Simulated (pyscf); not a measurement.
Thermochemistry of product channels of F–SiH₂–O–SiH₃ + difluorocarbene (F–C:–F) [singlet] on the singlet surface, in kcal/mol, from ωB97M-D3(BJ)/def2-TZVP energies (ideal gas, 1 atm, RRHO with modes under 100 cm⁻¹ raised to 100, one conformer, R ln 2 for chiral ones without a mode under 150 cm⁻¹). Optimised with ωB97X-D3(BJ)/def2-SVP in PySCF.

```tsv
products	ΔE	ΔH(298 K)	ΔG(298 K)	ΔG(900 K)
F–C:–SiH(F)–O–SiH₃ [singlet] + hydrogen fluoride (HF)	[?]	+30.6	+31.9	[?]
F–SiH(F)–O–SiH₃ + :HC–F [singlet]	-18.0	-17.4	-17.3	-17.4
```

Problem. What belongs in the gaps?

Solution. 
- F–C:–SiH(F)–O–SiH₃ [singlet] + hydrogen fluoride (HF), ΔE: +30.0
- F–C:–SiH(F)–O–SiH₃ [singlet] + hydrogen fluoride (HF), ΔG(900 K): +32.9

These are energies of the channels, which say nothing of barriers. F–C:–SiH(F)–O–SiH₃ [singlet] is an excited spin state, 6.4 kcal/mol over the triplet at ωB97X-D3(BJ)/def2-TZVP. 2 of the closed-shell references are unstable towards spin polarisation; treat their single-reference values with care.
